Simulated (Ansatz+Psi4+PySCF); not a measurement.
Two shapes of doublet NH3(-).

Shape 1:

```xyz
4

N    -0.0346   -0.0715    0.0852
H    -0.4438    0.8557    0.1665
H     0.9735    0.0608    0.0743
H    -0.2878   -0.4159   -0.8374
```

Shape 2:

```xyz
4

N    -0.0125   -0.0150    0.1207
H    -0.0198    0.9408   -0.2745
H     0.8034   -0.4540   -0.2654
H    -0.8074   -0.4585   -0.2869
```

Basis set: aug-cc-pVTZ (spherical functions). Correlated methods keep 1 orbital frozen. Correlation on ROHF uses semicanonical orbitals with singles. Charge -1, multiplicity 2.

Computed with Ansatz (development build ahead of 0.2.0) and Psi4 1.11; each method stands on the lowest determinant of its kind that the runs found.

Q: Which shape is lower in energy, and by how much in each method?

A:

| method | E(2) − E(1) (eV) |
| --- | --- |
| ROHF | 0.012 |
| UHF | 0.012 |
| ROHF-MP2 | 0.020 |
| UHF-MP2 | 0.020 |

Shape 1 is lower.
